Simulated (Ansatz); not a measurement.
**Elastic constant C66 of 1T (CdI2-type) ZrSe2 at several levels of theory**

No measured value is used here.

```tsv
level (code)	value (GPa)	cell (Å³/atom)
LDA (Ansatz)	45.5	23.43
PBE (Ansatz)	37.1	28.64
PBEsol (Ansatz)	43.5	24.64
HSE06 (Ansatz)	42.7	28.17
```

LDA: the solid has no gap at this level, which affects its response. LDA: LDA has no dispersion term either, though it tends to give short spacings of layers, chains or molecules. PBE, PBEsol, HSE06: the cell comes from a level without a dispersion term, which matters for the spacing of layers, chains or molecules. Each level is taken at its own relaxed cell. K meshes differ between the levels. Ansatz's density-functional and Hartree–Fock values are scalar-relativistic unless marked +SOC, with PAW data made under PBE.

Ansatz is a program for electronic structure.
